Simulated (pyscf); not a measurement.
Structures and frequencies: ωB97X-D3(BJ)/def2-SVP in PySCF. Correlated levels are frozen-core, on RHF or UHF. ΔMP2 is the change of the MP2 total energy from the triple- to the quadruple-zeta basis.

Problem. PBE/def2-TZVP puts the barrier of `[SiH3][P]=[PH]` -> `[P]#[P]` + `[SiH4]` (elimination; singlet surface; P–Si, H–P broken, H–Si formed) at 175.0 kJ/mol and the reaction energy at +47.4 kJ/mol, from the reactant's lowest minimum found. What do B3LYP-D3(BJ)/def2-TZVP, ωB97M-D3(BJ)/def2-TZVP, CCSD(T)/def2-TZVPP + ΔMP2(QZVPP) give on the same structures?

Solution. B3LYP-D3(BJ): ΔE‡ = 202.4 kJ/mol, ΔE = +40.2 kJ/mol; ωB97M-D3(BJ): ΔE‡ = 203.4 kJ/mol, ΔE = +33.5 kJ/mol; CCSD(T): ΔE‡ = 206.1 kJ/mol, ΔE = +24.8 kJ/mol. PBE's barrier lies under all of them, by 27.4 to 31.1 kJ/mol. Its reaction energy lies over all of them, by 7.2 to 22.6 kJ/mol. Low barriers are usual for a GGA, whose delocalisation error favours stretched bonds. H₃Si–P=PH lies 60.6 kJ/mol over its isomer cyclic H₄P₂Si (SMILES [SiH2]1PP1), and others may lie lower still (electronic energy, ωB97M-D3(BJ)). One saddle was located; it need not be the lowest between these sides. The CCSD(T) − MP2 part came from Ansatz, without density fitting, on the same reference.
